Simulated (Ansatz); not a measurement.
# [CF2]+ (SMILES F[C+]F): FCI/STO-3G (sfX2C, density fitting with cc-pVTZ-jkfit, def2-TZVP-rifit for correlation, start density atoms)

What is the adiabatic electron affinity of [CF2]+ at FCI/STO-3G (sfX2C, density fitting with cc-pVTZ-jkfit, def2-TZVP-rifit for correlation, start density atoms)? 

The results are computed with Ansatz 0.2.0.

9 further runs of the same task are left out: 3 for a known fault of the program, 6 set aside as unsound or not needed. Runs told in other sessions of the task aren't counted.

**1. Starting point**

[CF2]+: 3 atoms, total charge +1, spin state doublet. SMILES: `F[C+]F`. Geometry: relaxed at PBE0-D4/def2-TZVP. The run starts from this shape.

Bond lengths: F1–C2 1.214 Å, C2–F3 1.214 Å. Angles: F1–C2–F3 124.6°.

**2. A structure relaxation at FCI/STO-3G (sfX2C, density fitting with cc-pVTZ-jkfit, def2-TZVP-rifit for correlation, start density atoms)**

Input file molecule.yaml:

```yaml
crystal:
  periodic: [false, false, false]
  atoms:
    - {symbol: F, position_ang: [0.379110, 0.972980, 0.316190]}
    - {symbol: C, position_ang: [0.275710, -0.221360, 0.127270]}
    - {symbol: F, position_ang: [-0.654830, -0.751620, -0.443470]}
basis:
  gaussian:
    orbitals: STO-3G
    fitting:
      mean_field: cc-pVTZ-jkfit
      correlation: def2-TZVP-rifit.json
total_charge: 1
magnetization:
  spin_polarized: false
  initial_magnetization: 1
hamiltonian:
  pseudopotentials:
    relativity: scalar
correlation:
  method: fci
accuracy: high
scf:
  lower_state_search: full
relax: {}
output:
  orbitals: {seedname: orbitals}
```

Launch:

```
$ ansatz run molecule.yaml --threads 1 --pin off --max-ram 3480MiB --events-out events.jsonl --progress --plain --runs-dir runs
```

Standard output:

```text
Warning: RAYON_NUM_THREADS=1 ignored (pool sized by the plan → 1); use --threads N
The last accepted step is kept in runs//last_step.txt (removed where the run ends without a failure and the disk answers)
Functional definition: HF
  name "HF"
  exchange = exact_x
  correlation = 0
these checks for a lower state are left out or cut short: cluster_reference
237 factors; integrals over basis functions are off by at most 5.2e-4 eV
228 factors; integrals over basis functions are off by at most 4.2e-3 eV
mean field evaluation 1: about -6342.9867 eV, gradient 3.2e1 eV
mean field evaluation 2: about -6345.6057 eV, gradient 1.6e1 eV
mean field evaluation 4: about -6346.5887 eV, gradient 8.1e-1 eV
mean field evaluation 8: about -6268.1195 eV, gradient 1.3e2 eV
mean field evaluation 16: about -6249.7805 eV, gradient 6.5e1 eV
mean field evaluation 32: about -6346.5928 eV, gradient 2.1e-8 eV
mean field evaluation 64: about -6346.5868 eV, gradient 8.2e-1 eV
mean field -6346.59280589 eV, -233.2329837414 hartree, gradient 9.3e-9 eV, S^2 0.750000; 6 other end points of the search recorded, 0 dependent functions left out
3 core orbitals not correlated: weight in the atoms' cores, before any rotation towards them, 1.000 or more for the frozen orbitals, at most 0.000 for the correlated occupied ones
reference -6346.59280589 eV, -233.2329837414 hartree; 9, 8 occupied and 3, 4 virtual orbitals, 228 factors
state -6350.39085853 eV, -233.3725596014 hartree
the calculation of the forces begins
relax step   1: F+E_penalty+E_count = -6350.39085853 eV  Δ(F+E_penalty+E_count) = +0.000e0 eV  max|allowed force component| = 7.917e0 eV/Å  Δτ_max = 0.0000 Å  (204 SCF iters, accepted)
these checks for a lower state are left out or cut short: starts, cluster_reference, orbital_swaps, neighbouring_geometries, increment
237 factors; integrals over basis functions are off by at most 5.3e-4 eV
228 factors; integrals over basis functions are off by at most 4.2e-3 eV
mean field -6346.87509046 eV, -233.2433575080 hartree, gradient 2.3e-8 eV, S^2 0.750000; 0 other end points of the search recorded, 0 dependent functions left out
3 core orbitals not correlated: weight in the atoms' cores, before any rotation towards them, 1.000 or more for the frozen orbitals, at most 0.000 for the correlated occupied ones
reference -6346.87509046 eV, -233.2433575080 hartree; 9, 8 occupied and 3, 4 virtual orbitals, 228 factors
state -6351.06610044 eV, -233.3973742839 hartree
the calculation of the forces begins
relax step   2: F+E_penalty+E_count = -6351.06610044 eV  Δ(F+E_penalty+E_count) = -6.752e-1 eV  max|allowed force component| = 1.428e0 eV/Å  Δτ_max = 0.0664 Å  (32 SCF iters, accepted)
these checks for a lower state are left out or cut short: starts, cluster_reference, orbital_swaps, neighbouring_geometries, increment
237 factors; integrals over basis functions are off by at most 5.3e-4 eV
228 factors; integrals over basis functions are off by at most 4.2e-3 eV
mean field -6346.81108057 eV, -233.2410051880 hartree, gradient 2.6e-8 eV, S^2 0.750000; 0 other end points of the search recorded, 0 dependent functions left out
3 core orbitals not correlated: weight in the atoms' cores, before any rotation towards them, 1.000 or more for the frozen orbitals, at most 0.000 for the correlated occupied ones
reference -6346.81108057 eV, -233.2410051880 hartree; 9, 8 occupied and 3, 4 virtual orbitals, 228 factors
state -6351.09889562 eV, -233.3985794845 hartree
the calculation of the forces begins
relax step   3: F+E_penalty+E_count = -6351.09889562 eV  Δ(F+E_penalty+E_count) = -3.280e-2 eV  max|allowed force component| = 2.794e-1 eV/Å  Δτ_max = 0.0133 Å  (31 SCF iters, accepted)
these checks for a lower state are left out or cut short: starts, cluster_reference, orbital_swaps, neighbouring_geometries, increment
237 factors; integrals over basis functions are off by at most 5.3e-4 eV
228 factors; integrals over basis functions are off by at most 4.2e-3 eV
mean field -6346.79148071 eV, -233.2402849061 hartree, gradient 1.8e-8 eV, S^2 0.750000; 0 other end points of the search recorded, 0 dependent functions left out
3 core orbitals not correlated: weight in the atoms' cores, before any rotation towards them, 1.000 or more for the frozen orbitals, at most 0.000 for the correlated occupied ones
reference -6346.79148071 eV, -233.2402849061 hartree; 9, 8 occupied and 3, 4 virtual orbitals, 228 factors
state -6351.10010300 eV, -233.3986238550 hartree
the calculation of the forces begins
relax step   4: F+E_penalty+E_count = -6351.10010300 eV  Δ(F+E_penalty+E_count) = -1.207e-3 eV  max|allowed force component| = 1.134e-1 eV/Å  Δτ_max = 0.0135 Å  (33 SCF iters, accepted)
these checks for a lower state are left out or cut short: starts, cluster_reference, orbital_swaps, neighbouring_geometries, increment
237 factors; integrals over basis functions are off by at most 5.3e-4 eV
228 factors; integrals over basis functions are off by at most 4.2e-3 eV
mean field evaluation 96: about -6346.7864 eV, gradient 5.0e-1 eV
mean field -6346.78814681 eV, -233.2401623879 hartree, gradient 5.4e-8 eV, S^2 0.750000; 0 other end points of the search recorded, 0 dependent functions left out
3 core orbitals not correlated: weight in the atoms' cores, before any rotation towards them, 1.000 or more for the frozen orbitals, at most 0.000 for the correlated occupied ones
reference -6346.78814681 eV, -233.2401623879 hartree; 9, 8 occupied and 3, 4 virtual orbitals, 228 factors
state -6351.10100071 eV, -233.3986568454 hartree
the calculation of the forces begins
relax step   5: F+E_penalty+E_count = -6351.10100071 eV  Δ(F+E_penalty+E_count) = -8.977e-4 eV  max|allowed force component| = 2.658e-4 eV/Å  Δτ_max = 0.0061 Å  (29 SCF iters, accepted)
these checks for a lower state are left out or cut short: cluster_reference
237 factors; integrals over basis functions are off by at most 5.3e-4 eV
228 factors; integrals over basis functions are off by at most 4.2e-3 eV
mean field evaluation 128: about -6307.3268 eV, gradient 1.1e2 eV
mean field evaluation 160: about -6339.6875 eV, gradient 3.0e1 eV
mean field -6346.78814681 eV, -233.2401623879 hartree, gradient 5.4e-8 eV, S^2 0.750000; 7 other end points of the search recorded, 0 dependent functions left out
3 core orbitals not correlated: weight in the atoms' cores, before any rotation towards them, 1.000 or more for the frozen orbitals, at most 0.000 for the correlated occupied ones
reference -6346.78814681 eV, -233.2401623879 hartree; 9, 8 occupied and 3, 4 virtual orbitals, 228 factors
state -6351.10100071 eV, -233.3986568454 hartree
the calculation of the forces begins
Total energy: -6351.10100071 eV, -233.3986568454 hartree
Relativity: scalar
Atom 0 at     0.399288     1.047078     0.335486 Å, force     0.000175     0.000219     0.000120 eV/Å
Atom 1 at     0.308444    -0.247641     0.142381 Å, force    -0.000059     0.000047    -0.000027 eV/Å
Atom 2 at    -0.707743    -0.799437    -0.477876 Å, force    -0.000116    -0.000266    -0.000093 eV/Å
Dipole moment:     0.095757    -0.076880     0.044203 e Å
Checks for a lower state left out: cluster_reference
```

Wall time 4.8 s (1 thread of Arm Neoverse V2, shared host).

Step by step:

```csv
step,energy from the first frame kept (eV),largest force (eV/Å)
1,0.0000,8.0734
2,-0.6752,1.5300
3,-0.7080,0.3808
4,-0.7092,0.1222
5,-0.7101,0.0003
```

After the run. Bond lengths: F1–C2 1.312 Å, C2–F3 1.312 Å. Angles: F1–C2–F3 122.6°.

**3. Singlet neutral CF2 at the same level**

molecule.yaml: that of step 2 with these lines changed.

```diff
@@ -12,6 +12,2 @@
       correlation: def2-TZVP-rifit.json
-total_charge: 1
-magnetization:
-  spin_polarized: false
-  initial_magnetization: 1
 hamiltonian:
```

Launch:

```
$ ansatz run molecule.yaml --threads 1 --pin off --max-ram 3480MiB --events-out events.jsonl --progress --plain --runs-dir runs
```

Standard output:

```text
Warning: RAYON_NUM_THREADS=1 ignored (pool sized by the plan → 1); use --threads N
[... 5 set-up lines as earlier in the session ...]
these checks for a lower state are left out or cut short: cluster_reference
237 factors; integrals over basis functions are off by at most 5.2e-4 eV
228 factors; integrals over basis functions are off by at most 4.2e-3 eV
mean field evaluation 1: about -6352.1543 eV, gradient 1.7e1 eV
mean field evaluation 2: about -6353.1444 eV, gradient 4.6e0 eV
mean field evaluation 4: about -6353.2276 eV, gradient 3.4e-1 eV
mean field evaluation 8: about -6353.2286 eV, gradient 8.7e-9 eV
mean field -6353.22857062 eV, -233.4768435973 hartree, gradient 8.7e-9 eV, S^2 0.000000; 0 other end points of the search recorded, 0 dependent functions left out; unrestricted orbitals would lower it
3 core orbitals not correlated: weight in the atoms' cores, before any rotation towards them, 1.000 or more for the frozen orbitals, at most 0.000 for the correlated occupied ones
reference -6353.22857062 eV, -233.4768435973 hartree; 9, 9 occupied and 3, 3 virtual orbitals, 228 factors
state -6356.14156453 eV, -233.5838941491 hartree
the calculation of the forces begins
relax step   1: F+E_penalty+E_count = -6356.14156453 eV  Δ(F+E_penalty+E_count) = +0.000e0 eV  max|allowed force component| = 1.235e1 eV/Å  Δτ_max = 0.0000 Å  (34 SCF iters, accepted)
these checks for a lower state are left out or cut short: starts, cluster_reference, orbital_swaps, neighbouring_geometries, increment
237 factors; integrals over basis functions are off by at most 5.3e-4 eV
228 factors; integrals over basis functions are off by at most 4.2e-3 eV
mean field -6354.77207348 eV, -233.5335662813 hartree, gradient 2.8e-8 eV, S^2 0.000000; 0 other end points of the search recorded, 0 dependent functions left out; unrestricted orbitals would lower it
3 core orbitals not correlated: weight in the atoms' cores, before any rotation towards them, 1.000 or more for the frozen orbitals, at most 0.000 for the correlated occupied ones
reference -6354.77207348 eV, -233.5335662813 hartree; 9, 9 occupied and 3, 3 virtual orbitals, 228 factors
state -6358.09470844 eV, -233.6556708638 hartree
the calculation of the forces begins
relax step   2: F+E_penalty+E_count = -6358.09470844 eV  Δ(F+E_penalty+E_count) = -1.953e0 eV  max|allowed force component| = 3.363e0 eV/Å  Δτ_max = 0.1091 Å  (33 SCF iters, accepted)
these checks for a lower state are left out or cut short: starts, cluster_reference, orbital_swaps, neighbouring_geometries, increment
237 factors; integrals over basis functions are off by at most 5.4e-4 eV
228 factors; integrals over basis functions are off by at most 4.2e-3 eV
mean field evaluation 16: about -6354.4626 eV, gradient 8.4e0 eV
mean field -6354.88702029 eV, -233.5377904985 hartree, gradient 5.8e-8 eV, S^2 0.000000; 0 other end points of the search recorded, 0 dependent functions left out; unrestricted orbitals would lower it
3 core orbitals not correlated: weight in the atoms' cores, before any rotation towards them, 1.000 or more for the frozen orbitals, at most 0.000 for the correlated occupied ones
reference -6354.88702029 eV, -233.5377904985 hartree; 9, 9 occupied and 3, 3 virtual orbitals, 228 factors
state -6358.36948629 eV, -233.6657687633 hartree
the calculation of the forces begins
relax step   3: F+E_penalty+E_count = -6358.36948629 eV  Δ(F+E_penalty+E_count) = -2.748e-1 eV  max|allowed force component| = 7.447e-1 eV/Å  Δτ_max = 0.1043 Å  (34 SCF iters, accepted)
these checks for a lower state are left out or cut short: starts, cluster_reference, orbital_swaps, neighbouring_geometries, increment
237 factors; integrals over basis functions are off by at most 5.4e-4 eV
228 factors; integrals over basis functions are off by at most 4.2e-3 eV
mean field -6354.93690436 eV, -233.5396237042 hartree, gradient 1.9e-8 eV, S^2 0.000000; 0 other end points of the search recorded, 0 dependent functions left out; unrestricted orbitals would lower it
3 core orbitals not correlated: weight in the atoms' cores, before any rotation towards them, 1.000 or more for the frozen orbitals, at most 0.000 for the correlated occupied ones
reference -6354.93690436 eV, -233.5396237042 hartree; 9, 9 occupied and 3, 3 virtual orbitals, 228 factors
state -6358.38236736 eV, -233.6662421343 hartree
the calculation of the forces begins
relax step   4: F+E_penalty+E_count = -6358.38236736 eV  Δ(F+E_penalty+E_count) = -1.288e-2 eV  max|allowed force component| = 9.117e-2 eV/Å  Δτ_max = 0.0185 Å  (33 SCF iters, accepted)
these checks for a lower state are left out or cut short: starts, cluster_reference, orbital_swaps, neighbouring_geometries, increment
237 factors; integrals over basis functions are off by at most 5.4e-4 eV
228 factors; integrals over basis functions are off by at most 4.2e-3 eV
mean field -6354.94235202 eV, -233.5398239020 hartree, gradient 2.5e-8 eV, S^2 0.000000; 0 other end points of the search recorded, 0 dependent functions left out; unrestricted orbitals would lower it
3 core orbitals not correlated: weight in the atoms' cores, before any rotation towards them, 1.000 or more for the frozen orbitals, at most 0.000 for the correlated occupied ones
reference -6354.94235202 eV, -233.5398239020 hartree; 9, 9 occupied and 3, 3 virtual orbitals, 228 factors
state -6358.38256279 eV, -233.6662493161 hartree
the calculation of the forces begins
mean field evaluation 32: about -6354.9424 eV, gradient 2.5e-8 eV
relax step   5: F+E_penalty+E_count = -6358.38256279 eV  Δ(F+E_penalty+E_count) = -1.954e-4 eV  max|allowed force component| = 3.140e-2 eV/Å  Δτ_max = 0.0028 Å  (26 SCF iters, accepted)
these checks for a lower state are left out or cut short: starts, cluster_reference, orbital_swaps, neighbouring_geometries, increment
237 factors; integrals over basis functions are off by at most 5.4e-4 eV
228 factors; integrals over basis functions are off by at most 4.2e-3 eV
mean field -6354.94550481 eV, -233.5399397648 hartree, gradient 7.6e-9 eV, S^2 0.000000; 0 other end points of the search recorded, 0 dependent functions left out; unrestricted orbitals would lower it
3 core orbitals not correlated: weight in the atoms' cores, before any rotation towards them, 1.000 or more for the frozen orbitals, at most 0.000 for the correlated occupied ones
reference -6354.94550481 eV, -233.5399397648 hartree; 9, 9 occupied and 3, 3 virtual orbitals, 228 factors
state -6358.38257031 eV, -233.6662495925 hartree
the calculation of the forces begins
relax step   6: F+E_penalty+E_count = -6358.38257031 eV  Δ(F+E_penalty+E_count) = -7.520e-6 eV  max|allowed force component| = 2.415e-2 eV/Å  Δτ_max = 0.0013 Å  (28 SCF iters, accepted)
these checks for a lower state are left out or cut short: starts, cluster_reference, orbital_swaps, neighbouring_geometries, increment
237 factors; integrals over basis functions are off by at most 5.4e-4 eV
228 factors; integrals over basis functions are off by at most 4.2e-3 eV
mean field -6354.94422870 eV, -233.5398928689 hartree, gradient 1.3e-8 eV, S^2 0.000000; 0 other end points of the search recorded, 0 dependent functions left out; unrestricted orbitals would lower it
3 core orbitals not correlated: weight in the atoms' cores, before any rotation towards them, 1.000 or more for the frozen orbitals, at most 0.000 for the correlated occupied ones
reference -6354.94422870 eV, -233.5398928689 hartree; 9, 9 occupied and 3, 3 virtual orbitals, 228 factors
state -6358.38258437 eV, -233.6662501092 hartree
the calculation of the forces begins
relax step   7: F+E_penalty+E_count = -6358.38258437 eV  Δ(F+E_penalty+E_count) = -1.406e-5 eV  max|allowed force component| = 3.597e-5 eV/Å  Δτ_max = 0.0006 Å  (26 SCF iters, accepted)
these checks for a lower state are left out or cut short: cluster_reference
237 factors; integrals over basis functions are off by at most 5.4e-4 eV
228 factors; integrals over basis functions are off by at most 4.2e-3 eV
mean field -6354.94422870 eV, -233.5398928689 hartree, gradient 1.3e-8 eV, S^2 0.000000; 1 other end points of the search recorded, 0 dependent functions left out; unrestricted orbitals would lower it
3 core orbitals not correlated: weight in the atoms' cores, before any rotation towards them, 1.000 or more for the frozen orbitals, at most 0.000 for the correlated occupied ones
reference -6354.94422870 eV, -233.5398928689 hartree; 9, 9 occupied and 3, 3 virtual orbitals, 228 factors
state -6358.38258437 eV, -233.6662501092 hartree
the calculation of the forces begins
Total energy: -6358.38258437 eV, -233.6662501092 hartree
Relativity: scalar
Atom 0 at     0.299375     1.017121     0.277186 Å, force    -0.000013    -0.000036    -0.000011 eV/Å
Atom 1 at     0.419092    -0.336476     0.193457 Å, force    -0.000012     0.000010    -0.000006 eV/Å
Atom 2 at    -0.718477    -0.680645    -0.470654 Å, force     0.000025     0.000026     0.000016 eV/Å
Dipole moment:    -0.138484     0.111183    -0.063926 e Å
Checks for a lower state left out: cluster_reference
```

It took 5.4 s on 1 thread of Arm Neoverse V2, shared host.

Step by step:

```csv
step,energy from the first frame kept (eV),largest force (eV/Å)
1,0.0000,16.8323
2,-1.9531,4.5832
3,-2.2279,1.0150
4,-2.2408,0.0983
5,-2.2410,0.0428
6,-2.2410,0.0329
7,-2.2410,0.0000
```

After the run. Bond lengths: F1–C2 1.361 Å, C2–F3 1.361 Å. Angles: F1–C2–F3 102.0°.

**4. Results**

Level: FCI/STO-3G (sfX2C, density fitting with cc-pVTZ-jkfit, def2-TZVP-rifit for correlation, start density atoms), 3 core orbitals frozen.

| quantity | value |
| --- | --- |
| doublet [CF2]+: total energy at the end | -233.39866 Eh |
| doublet [CF2]+: correlation energy (3 core orbitals frozen) | -158.5 mEh |
| singlet neutral CF2: total energy at the end | -233.66625 Eh |
| singlet neutral CF2: dipole moment (correlated density) | 0.91 D |
| singlet neutral CF2: correlation energy (3 core orbitals frozen) | -126.4 mEh |
| adiabatic electron affinity (to the singlet neutral, no zero-point term) | 7.282 eV |

The adiabatic electron affinity (to the singlet neutral, no zero-point term) is 7.28 eV (703 kJ/mol). In a minimal basis such a difference can be off by several eV, whatever the method. The optimisation (doublet [CF2]+) took 4 steps and changed the energy by -0.710 eV. Mulliken charges (doublet [CF2]+) run from +0.20 on F1 to +0.60 on C2; they depend strongly on the basis. The restricted solution (singlet neutral CF2) is unstable to spin breaking: an unrestricted one lies lower. The optimisation (singlet neutral CF2) took 6 steps and changed the energy by -2.241 eV.
